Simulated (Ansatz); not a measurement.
**NSO+ (quintet): from Hartree-Fock to the top rungs, def2-TZVPP**

One table from this session's results is given with a row withheld; the runs are named, their logs left out.

Method: def2-TZVPP, core rule «outside noble gas», up to 7 orbitals frozen; program: Ansatz 0.2.0, Gaussian basis.

To be run: UHF; ROHF; CCSD(T) on UHF.

## The system

The geometry is a PBE0/def2-TZVP stationary point (not a proven minimum) of the parent state, kept for this charge and spin.

3 atoms, charge 1, spin multiplicity 5.

Atoms are counted from 1 here; the program's logs count them from 0.

Bond lengths: N1–O2 1.333 Å, O2–S3 1.672 Å. Angles: N1–O2–S3 110.0°.

Set-up of the first run:

Contents of in.yaml:

```yaml
crystal:
  periodic: [false, false, false]
  atoms:
    - {symbol: N, position_ang: [0.000000, -0.402222, 1.503030]}
    - {symbol: O, position_ang: [0.000000, 0.563274, 0.584427]}
    - {symbol: S, position_ang: [0.000000, -0.105356, -0.948167]}
basis:
  gaussian: {orbitals: def2-TZVPP}
total_charge: 1
magnetization: {spin_polarized: true, initial_magnetization: 4}
hamiltonian: {xc: hf}
output: {orbitals: {seedname: orbitals}}
```

On the command line:

```
$ ansatz run in.yaml --threads 1 --pin off --events-out ev --progress --plain --max-ram 2816MiB --backend cpu
```

Steps of the session up to this table: UHF; ROHF; CCSD(T) on UHF.

One table of the session follows, with a row left open; its other results are not shown here.

```
  method  from UCCSD(T) (kJ/mol)
    ROHF                 +1431.5
     UHF                       ?
    UMP2                  +146.2
   UCCSD                   +61.5
UCCSD(T)                       0
```

**Question.** Estimate the row for UHF.

The run gave: from UCCSD(T) (kJ/mol): +1382.5. In the column «from UCCSD(T) (kJ/mol)» it lies between UMP2 (+146.2) and ROHF (+1431.5).
